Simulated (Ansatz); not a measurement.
Basis-set extrapolation for C4H10S (`CC(C)(C)S`) (PBE0-D4/def2-TZVP geometry, frozen core, Ansatz). Multiplicity 1, RHF reference.

|  | def2-TZVPP | def2-QZVPP |
| --- | --- | --- |
| HF | -554.899390 | -554.918248 |
| MP2 correlation | -0.894678 | -0.954462 |
| CCSD(T) correlation | -0.994829 | not run |

Energies in hartree. Use E(X) = E(∞) + A·exp(−7.88·√X) for Hartree–Fock and E(X) = E(∞) + B·X^(−2.97) for correlation, with X = 3 and 4, and add CCSD(T) minus MP2 of the smaller set to the MP2 limit.

Task: What is the CCSD(T) energy at the basis-set limit?

Result: HF limit: -554.918248 + (-0.018858) × 0.13774 = -554.92085. MP2 limit: -0.954462 + (-0.059784) × 0.74074 = -0.99875. Higher-order term: -0.994829 − (-0.894678) = -0.10015. Total: -556.01975 hartree, 329.6 kJ/mol below CCSD(T)/def2-TZVPP.
